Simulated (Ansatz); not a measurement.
A made-up structure of CH2LiS, doublet:

Li1  (-2.013, -1.612, -0.221)
C2  (-0.332, -0.379, 0.240)
S3  (0.473, 0.826, -1.039)
H4  (0.259, -0.318, 1.310)
H5  (1.613, 1.483, -0.290)
(Å)

It is relaxed with PBE-D4/def2-SVP and then PBE0-D4/def2-TZVP (Ansatz 0.2.0). Atoms count as bonded within 1.22 times the sum of their covalent radii (H–H: 0.88 Å). The end point is not checked to be a true minimum.

(1) Does its bonding change? (A judgement: the text doesn't fix the answer.)

Results:

(1) By the calculation: No: no bond forms or breaks.

Where it ends: The first stage lowers the energy by 0.76 eV in 6 steps. It ends as CH₂LiS ([Li][CH][SH]):
Li1  (-1.797, -1.439, -0.199)
C2  (-0.297, -0.339, 0.215)
S3  (0.422, 0.737, -0.927)
H4  (0.232, -0.284, 1.170)
H5  (1.440, 1.325, -0.260)
(Å)

Labels in which every atom is bracketed show which atoms are joined, not bond orders.

For scale, one of the runs: PBE0-D4/def2-TZVP relaxation, 94 basis functions, launched by `ansatz run in.yaml --threads 2 --pin off --events-out ev --progress --plain --max-ram 4352MiB`. Hardware: 2 CPU threads of an Arm Neoverse V2, shared host. Wall time about 9.5 s.
